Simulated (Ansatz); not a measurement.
Compare A (`CC(C)C#N`) with its isomer B (`C=CC(=C)N`).

Computed with Ansatz on PBE0-D4/def2-TZVP structures; ΔE is electronic, products minus reactants. CCSD(T)/CBS is the MP2 limit (def2-TZVPP, def2-QZVPP) plus CCSD(T) − MP2 in def2-TZVPP, frozen cores. DFT in def2-TZVPP. B3LYP here is the variant with VWN-RPA as its local correlation; programs differ in this. Each species was taken in one conformer, which may not be the lowest.

A:

```xyz
12

C     1.201    0.335    0.530
C    -0.007    0.221   -0.398
C    -0.731   -1.115   -0.242
C    -0.930    1.329   -0.168
N    -1.659    2.196    0.028
H     1.715    1.288    0.398
H     0.892    0.255    1.574
H     1.905   -0.471    0.316
H     0.335    0.317   -1.435
H    -1.583   -1.187   -0.919
H    -1.095   -1.237    0.780
H    -0.043   -1.932   -0.462
```

B:

```xyz
12

C     1.5251    0.3390   -1.1486
C     0.5262   -0.4400   -0.7408
C    -0.4046   -0.1366    0.3438
C    -1.2579   -1.0781    0.7758
N    -0.3011    1.1229    0.9160
H     2.1664    0.0391   -1.9681
H     1.7582    1.2820   -0.6667
H     0.3553   -1.3921   -1.2330
H    -1.2356   -2.0709    0.3494
H    -1.9631   -0.8891    1.5766
H    -0.1104    1.8638    0.2594
H    -1.0586    1.3599    1.5363
```

Which isomer does CCSD(T)/CBS put lower? Give the gap. (Estimate.)

The calculation gave: A, by 82.3 kJ/mol.

Give E(B) − E(A) in kJ/mol with CCSD/def2-TZVPP, B3LYP, MP2/def2-TZVPP, LDA (SPW92), PBE0-D4, CCSD(T)/def2-SVP, BLYP-D4. (Estimate.)

Ansatz gave: CCSD/def2-TZVPP 95.6, B3LYP 68.5, MP2/def2-TZVPP 101.9, LDA (SPW92) 35.3, PBE0-D4 65.9, CCSD(T)/def2-SVP 107.5, BLYP-D4 61.6. None reverses the order clearly.

Does the order hold for the free energy at 298.15 K (harmonic terms from PBE0-D4)? (Best estimate.)

Ansatz gave: Yes: G(B) − G(A) = +84.1 kJ/mol, for one conformer each.

Largest T1 diagnostic: 0.012.

From r2SCAN to r2SCAN0 (25 % exact exchange), in def2-TZVPP and without D4, E(B) − E(A) moves by +4.1 kJ/mol. At CCSD(T), def2-SVP lies +25.2 kJ/mol from the extrapolated value and def2-TZVPP +9.4 kJ/mol.
